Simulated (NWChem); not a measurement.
# allene (C3H4); SMILES C=C=C

Computed with NWChem. Coordinates come from a PBE-D3(BJ)/def2-SVP optimisation. Vertical excitations in the gas phase.

**Question.** Predict the results for BHandHLYP/def2-SVP, full TDDFT. Quantities: lowest excitation, singlet (eV); oscillator strength of that lowest state; lowest state with f > 0.02, singlet (eV); orbital gap (eV).

**Answer.** 
```json
{
  "lowest excitation, singlet (eV)": "6.01",
  "oscillator_strength_of_that_lowest_state": "0.000",
  "lowest state with f > 0.02, singlet (eV)": "8.26",
  "orbital gap (eV)": "10.20"
}
```
